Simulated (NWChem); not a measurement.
System: C$_{3}$H$_{8}$O; SMILES CCOC

The following NWChem deck was run.

```
start job
memory heap 200 mb stack 900 mb global 1100 mb
geometry units angstroms
  C      0.477379     1.553332     0.154743
  C     -0.613758     0.581148    -0.259763
  O     -0.529009    -0.671918     0.362256
  C      0.477951    -1.501536    -0.125060
  H      0.301917     2.541396    -0.297820
  H      0.488825     1.672121     1.248906
  H      1.476891     1.218505    -0.162449
  H     -1.598110     0.989269     0.020154
  H     -0.617750     0.461706    -1.363976
  H      1.496408    -1.114380     0.072831
  H      0.385834    -1.666137    -1.218221
  H      0.383269    -2.474256     0.378636
end
basis spherical
  * library def2-svp
end
dft
  xc xpbe96 cpbe96
  iterations 150
end
driver
  maxiter 120
end
task dft optimize
task dft freq
```

Parts of the log:

```
             Northwest Computational Chemistry Package (NWChem) 7.3.0
             --------------------------------------------------------

 C1  symmetry detected

                             Geometry "geometry" -> ""
                             -------------------------

 Output coordinates in angstroms (scale by  1.889725989 to convert to a.u.)

  No.       Tag          Charge          X              Y              Z
 ---- ---------------- ---------- -------------- -------------- --------------
    1 C                    6.0000     0.47567138     1.55279594     0.13080101
    2 C                    6.0000    -0.61590911     0.57731055    -0.27468289
    3 O                    8.0000    -0.53520720    -0.66793639     0.36337016
    4 C                    6.0000     0.47176321    -1.50536095    -0.11038300
    5 H                    1.0000     0.30328759     2.53535863    -0.33473636
    6 H                    1.0000     0.48404387     1.68538456     1.22340554
    7 H                    1.0000     1.47554532     1.21228498    -0.17911594
    8 H                    1.0000    -1.60038377     0.99061263    -0.00291798
    9 H                    1.0000    -0.61679865     0.44392927    -1.37730582
   10 H                    1.0000     1.49029491    -1.11746992     0.08567564
   11 H                    1.0000     0.38263743    -1.68360778    -1.20165046
   12 H                    1.0000     0.37387805    -2.47147453     0.40527344

 Effective nuclear repulsion energy (a.u.)     135.2348341067

                                Z-matrix (autoz)
                                --------

 Units are Angstrom for bonds and degrees for angles

      Type          Name      I     J     K     L     M      Value
      ----------- --------  ----- ----- ----- ----- ----- ----------
    1 Stretch                  1     2                       1.51906
    2 Stretch                  1     5                       1.10085
    3 Stretch                  1     6                       1.10065
    4 Stretch                  1     7                       1.10079
    5 Stretch                  2     3                       1.40152
    6 Stretch                  2     8                       1.10176
    7 Stretch                  2     9                       1.11066
    8 Stretch                  3     4                       1.39274
    9 Stretch                  4    10                       1.10739
   10 Stretch                  4    11                       1.10932
   11 Stretch                  4    12                       1.09948
   12 Bend                     1     2     3               114.05798
   13 Bend                     1     2     8               109.59437
   14 Bend                     1     2     9               110.04106
   15 Bend                     2     1     5               110.35013
   16 Bend                     2     1     6               110.35301
   17 Bend                     2     1     7               112.26663
   18 Bend                     2     3     4               114.89821
   19 Bend                     3     2     8               105.81058
   20 Bend                     3     2     9               110.20056
   21 Bend                     3     4    10               113.21387
   22 Bend                     3     4    11               111.91012
   23 Bend                     3     4    12               107.72452
   24 Bend                     5     1     6               108.26838
   25 Bend                     5     1     7               107.41376
   26 Bend                     6     1     7               108.04930
   27 Bend                     8     2     9               106.81094
   28 Bend                    10     4    11               107.71878
   29 Bend                    10     4    12               107.85672
   30 Bend                    11     4    12               108.24167
   31 Torsion                  1     2     3     4         -75.00789
   32 Torsion                  2     3     4    10          65.65815
   33 Torsion                  2     3     4    11         -56.30925
   34 Torsion                  2     3     4    12        -175.17496
   35 Torsion                  3     2     1     5        -174.93709
   36 Torsion                  3     2     1     6         -55.32060
   37 Torsion                  3     2     1     7          65.27574
   38 Torsion                  4     3     2     8         164.45332
   39 Torsion                  4     3     2     9          49.33574
   40 Torsion                  5     1     2     8         -56.53612
   41 Torsion                  5     1     2     9          60.63390
   42 Torsion                  6     1     2     8          63.08037
   43 Torsion                  6     1     2     9        -179.74961
   44 Torsion                  7     1     2     8        -176.32329
   45 Torsion                  7     1     2     9         -59.15328

  pbe96 is a nonlocal functional; adding pw91lda local functional.

                           NWChem Geometry Optimization
                           ----------------------------

 maximum gradient threshold         (gmax) =   0.000450
 rms gradient threshold             (grms) =   0.000300
 maximum cartesian step threshold   (xmax) =   0.001800
 rms cartesian step threshold       (xrms) =   0.001200
 fixed trust radius                (trust) =   0.300000
 source of zmatrix                         =   autoz

          -------------------
          Energy Minimization
          -------------------

 Using diagonal initial Hessian
 Scaling for Hessian diagonals: bonds = 1.00  angles = 0.25  torsions = 0.10

          --------
          Step   0

                                 NWChem DFT Module
                                 -----------------

 Summary of "ao basis" -> "ao basis" (spherical)
 ------------------------------------------------------------------------------
       Tag                 Description            Shells   Functions and Types
 ---------------- ------------------------------  ------  ---------------------
 C                          def2-svp                 6       14   3s2p1d
 O                          def2-svp                 6       14   3s2p1d
 H                          def2-svp                 3        5   2s1p

            General Information
            -------------------
          SCF calculation type: DFT
          Wavefunction type:  closed shell.
          No. of atoms     :    12
          No. of electrons :    34
           Alpha electrons :    17
            Beta electrons :    17
          Charge           :     0
          Spin multiplicity:     1
          Use of symmetry is: off; symmetry adaption is: off
          Maximum number of iterations: 150
          AO basis - number of functions:    96
                     number of shells:    48
          Convergence on energy requested:  1.00D-06
          Convergence on density requested:  1.00D-05
          Convergence on gradient requested:  5.00D-04

              XC Information
              --------------
          PerdewBurkeErnzerhof Exchange Functional  1.000
            Perdew 1991 LDA Correlation Functional  1.000 local
           PerdewBurkeErnz. Correlation Functional  1.000 non-local

[...]

      ----------------------
      Optimization converged
      ----------------------

  Step       Energy      Delta E   Gmax     Grms     Xrms     Xmax
  ---- ---------------- -------- -------- -------- -------- --------
@    3    -193.93991607 -1.4D-06  0.00014  0.00003  0.00041  0.00103
                                     ok       ok       ok       ok

                                Z-matrix (autoz)
                                --------

 Units are Angstrom for bonds and degrees for angles

      Type          Name      I     J     K     L     M      Value     Gradient
      ----------- --------  ----- ----- ----- ----- ----- ---------- ----------
    1 Stretch                  1     2                       1.52891    0.00001
    2 Stretch                  1     5                       1.10922    0.00000
    3 Stretch                  1     6                       1.10891    0.00003
    4 Stretch                  1     7                       1.10908    0.00002
    5 Stretch                  2     3                       1.41650   -0.00011
    6 Stretch                  2     8                       1.11070    0.00001
    7 Stretch                  2     9                       1.12040    0.00005
    8 Stretch                  3     4                       1.40635   -0.00014
    9 Stretch                  4    10                       1.11727    0.00003
   10 Stretch                  4    11                       1.11927    0.00004
   11 Stretch                  4    12                       1.10815    0.00002
   12 Bend                     1     2     3               114.28565   -0.00000
   13 Bend                     1     2     8               109.64065    0.00000
   14 Bend                     1     2     9               109.94682   -0.00002
   15 Bend                     2     1     5               110.37716    0.00002
   16 Bend                     2     1     6               110.47516    0.00000
   17 Bend                     2     1     7               112.30600    0.00001
   18 Bend                     2     3     4               114.40407   -0.00002
   19 Bend                     3     2     8               105.54909    0.00003
   20 Bend                     3     2     9               110.27469    0.00001
   21 Bend                     3     4    10               113.49010    0.00002
   22 Bend                     3     4    11               112.08796    0.00001
   23 Bend                     3     4    12               107.51762    0.00001
   24 Bend                     5     1     6               108.19665   -0.00001
   25 Bend                     5     1     7               107.33172    0.00000
   26 Bend                     6     1     7               108.00353   -0.00002
   27 Bend                     8     2     9               106.79992   -0.00003
   28 Bend                    10     4    11               107.49384   -0.00001
   29 Bend                    10     4    12               107.81011   -0.00001
   30 Bend                    11     4    12               108.25234   -0.00002
   31 Torsion                  1     2     3     4         -75.01393    0.00000
   32 Torsion                  2     3     4    10          65.68408    0.00001
   33 Torsion                  2     3     4    11         -56.32783   -0.00000
   34 Torsion                  2     3     4    12        -175.17907    0.00001
   35 Torsion                  3     2     1     5        -174.86044   -0.00000
   36 Torsion                  3     2     1     6         -55.23788   -0.00000
   37 Torsion                  3     2     1     7          65.41180   -0.00002
   38 Torsion                  4     3     2     8         164.43473   -0.00002
   39 Torsion                  4     3     2     9          49.43503   -0.00001
   40 Torsion                  5     1     2     8         -56.61252    0.00004
   41 Torsion                  5     1     2     9          60.51616   -0.00000
   42 Torsion                  6     1     2     8          63.01005    0.00004
   43 Torsion                  6     1     2     9        -179.86128   -0.00000
   44 Torsion                  7     1     2     8        -176.34028    0.00002
   45 Torsion                  7     1     2     9         -59.21160   -0.00002

                         Geometry "geometry" -> "geometry"
                         ---------------------------------

 Output coordinates in angstroms (scale by  1.889725989 to convert to a.u.)

[...]

 Rotational Constants
 --------------------
 A=   0.534313 cm-1  (  0.768740 K)
 B=   0.169111 cm-1  (  0.243308 K)
 C=   0.148108 cm-1  (  0.213090 K)

 Temperature                      =   298.15K
 frequency scaling parameter      =   1.0000

 Zero-Point correction to Energy  =   65.725 kcal/mol  (  0.104739 au)
 Thermal correction to Energy     =   69.231 kcal/mol  (  0.110326 au)
 Thermal correction to Enthalpy   =   69.823 kcal/mol  (  0.111270 au)

 Total Entropy                    =   72.538 cal/mol-K
   - Translational                =   38.181 cal/mol-K (mol. weight =  60.0575)
   - Rotational                   =   24.293 cal/mol-K (symmetry #  =        1)
   - Vibrational                  =   10.065 cal/mol-K

 Cv (constant volume heat capacity) =   18.365 cal/mol-K
   - Translational                  =    2.979 cal/mol-K
   - Rotational                     =    2.979 cal/mol-K
   - Vibrational                    =   12.406 cal/mol-K

[normal modes left out]

 ----------------------------------------------------------------------------
 Normal Eigenvalue ||           Projected Infra Red Intensities
  Mode   [cm**-1]  || [atomic units] [(debye/angs)**2] [(KM/mol)] [arbitrary]
 ------ ---------- || -------------- ----------------- ---------- -----------
    1       -0.000 ||    0.000262           0.006         0.256       0.148
    2        0.000 ||    0.001056           0.024         1.030       0.596
    3        0.000 ||    0.000002           0.000         0.002       0.001
    4        0.000 ||    0.000157           0.004         0.153       0.088
    5        0.000 ||    0.000511           0.012         0.499       0.289
    6        0.000 ||    0.000273           0.006         0.267       0.154
    7      106.668 ||    0.001903           0.044         1.855       1.074
    8      201.887 ||    0.002020           0.047         1.969       1.140
    9      240.472 ||    0.000639           0.015         0.623       0.361
   10      370.908 ||    0.004235           0.098         4.128       2.390
   11      450.769 ||    0.005312           0.123         5.179       2.998
   12      778.009 ||    0.002774           0.064         2.704       1.565
   13      839.553 ||    0.008534           0.197         8.319       4.816
   14      989.227 ||    0.021750           0.502        21.203      12.274
   15     1059.481 ||    0.010566           0.244        10.300       5.963
   16     1103.064 ||    0.020188           0.466        19.680      11.393
   17     1134.534 ||    0.005221           0.120         5.090       2.946
   18     1170.460 ||    0.116724           2.693       113.789      65.871
   19     1188.615 ||    0.047114           1.087        45.929      26.588
   20     1285.090 ||    0.015172           0.350        14.790       8.562
   21     1324.102 ||    0.000797           0.018         0.777       0.450
   22     1357.861 ||    0.033035           0.762        32.204      18.643
   23     1399.684 ||    0.006227           0.144         6.070       3.514
   24     1404.020 ||    0.004904           0.113         4.780       2.767
   25     1412.372 ||    0.000274           0.006         0.267       0.155
   26     1419.622 ||    0.001363           0.031         1.329       0.769
   27     1429.154 ||    0.004781           0.110         4.661       2.698
   28     1445.524 ||    0.007202           0.166         7.021       4.065
   29     2880.961 ||    0.060119           1.387        58.607      33.927
   30     2889.390 ||    0.086796           2.002        84.613      48.982
   31     2942.738 ||    0.057619           1.329        56.170      32.516
   32     2974.559 ||    0.017319           0.400        16.884       9.774
   33     3009.167 ||    0.023778           0.549        23.180      13.418
   34     3054.905 ||    0.025049           0.578        24.419      14.136
   35     3064.304 ||    0.025204           0.581        24.570      14.223
   36     3069.986 ||    0.019041           0.439        18.563      10.746
 ----------------------------------------------------------------------------
```

Level: PBE/def2-SVP.
